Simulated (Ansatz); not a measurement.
**C₂HFO: one structure at several levels**

How do the functionals fare away from a minimum? The structure is a structure displaced at random from a GFN2-xTB minimum.

Method: single points in def2-TZVPP; program: Ansatz 0.2.0, Gaussian basis.

Correlated methods freeze the cores.

### Step 1. Starting geometry

5 atoms, charge 0, spin multiplicity 1.

Atoms are counted from 1 here; the program's logs count them from 0.

Bond lengths: O1–C2 1.376 Å, O1–H5 0.916 Å, C2–C3 1.192 Å, C3–F4 1.303 Å. Angles: C2–O1–H5 110.4°, O1–C2–C3 160.9°, C2–C3–F4 157.1°.

Coordinates:

```
O     0.5814    1.3490    0.0925
C     0.0963    0.0639    0.1787
C    -0.0482   -1.1011   -0.0261
F    -0.4323   -2.3237    0.2118
H    -0.0431    1.9019   -0.2855
```

### Step 2. CCSD(T)/def2-TZVPP

File run/in.yaml:

```yaml
crystal:
  periodic: [false, false, false]
  atoms:
    - {symbol: O, position_ang: [0.581400, 1.349000, 0.092500]}
    - {symbol: C, position_ang: [0.096300, 0.063900, 0.178700]}
    - {symbol: C, position_ang: [-0.048200, -1.101100, -0.026100]}
    - {symbol: F, position_ang: [-0.432300, -2.323700, 0.211800]}
    - {symbol: H, position_ang: [-0.043100, 1.901900, -0.285500]}
basis:
  gaussian: {orbitals: def2-TZVPP}
correlation: {method: ccsd_t}
output: {forces: true}
```

No record of the launch command was kept for these runs.

### Step 3. PBE0-D4/def2-TZVPP

run/in.yaml, as its differences from that of step 2:

```diff
@@ -10,3 +10,3 @@
   gaussian: {orbitals: def2-TZVPP}
-correlation: {method: ccsd_t}
-output: {forces: true}
+hamiltonian: {xc: pbe0, dispersion: d4}
+output: {forces: true, orbitals: {seedname: orbitals}}
```

### Step 4. wB97M-V/def2-TZVPP

run/in.yaml, as its differences from that of step 3:

```diff
@@ -10,3 +10,3 @@
   gaussian: {orbitals: def2-TZVPP}
-hamiltonian: {xc: pbe0, dispersion: d4}
-output: {forces: true, orbitals: {seedname: orbitals}}
+hamiltonian: {xc: {name: wB97M-V}}
+output: {forces: true}
```

### Step 5. r2SCAN-D4/def2-TZVPP

run/in.yaml, as its differences from that of step 4:

```diff
@@ -10,3 +10,3 @@
   gaussian: {orbitals: def2-TZVPP}
-hamiltonian: {xc: {name: wB97M-V}}
+hamiltonian: {xc: r2scan, dispersion: d4}
 output: {forces: true}
```

### Step 6. PBE-D4/def2-TZVPP

run/in.yaml, as its differences from that of step 5:

```diff
@@ -10,3 +10,3 @@
   gaussian: {orbitals: def2-TZVPP}
-hamiltonian: {xc: r2scan, dispersion: d4}
+hamiltonian: {xc: pbe, dispersion: d4}
 output: {forces: true}
```

### Step 7. r2SCANh-D4/def2-TZVPP

run/in.yaml, as its differences from that of step 6:

```diff
@@ -10,3 +10,3 @@
   gaussian: {orbitals: def2-TZVPP}
-hamiltonian: {xc: pbe, dispersion: d4}
+hamiltonian: {xc: {name: r2SCANh}, dispersion: d4}
 output: {forces: true}
```

### Step 8. B97M-V/def2-TZVPP

run/in.yaml, as its differences from that of step 7:

```diff
@@ -10,3 +10,3 @@
   gaussian: {orbitals: def2-TZVPP}
-hamiltonian: {xc: {name: r2SCANh}, dispersion: d4}
+hamiltonian: {xc: {name: B97M-V}}
 output: {forces: true}
```

(Steps that only read results are left out.)

Before running it: what results should come out? Wanted: energy less free atoms, CCSD(T)/def2-TZVPP; RMS force component; RMS force error; HOMO and LUMO, PBE0-D4; T1 diagnostic.

**Answer**, as computed:

```
                                  quantity                                                                                             value
energy less free atoms, CCSD(T)/def2-TZVPP                                                                                   -464.3 kcal/mol
                       RMS force component                                                              1.713 to 2.105 eV/Å over the methods
                           RMS force error  PBE0-D4 0.353, wB97M-V 0.469, r2SCAN-D4 0.187, PBE-D4 0.230, r2SCANh-D4 0.297, B97M-V 0.335 eV/Å
                    HOMO and LUMO, PBE0-D4                                                                                -7.63 and -0.06 eV
                             T1 diagnostic                                                                                             0.014
```

What this shows: Against CCSD(T) the functionals' energies less atoms differ by -49.9 to -11.6 kcal/mol, PBE-D4 by -49.9 kcal/mol. A larger basis would deepen the CCSD(T) value, while the functionals are nearly converged already, so the order here is not reliable. On forces the order runs from r2SCAN-D4 to wB97M-V. Frozen-core CCSD(T) forces in triple zeta carry basis errors of their own, and this is one geometry, so small gaps rank nothing.
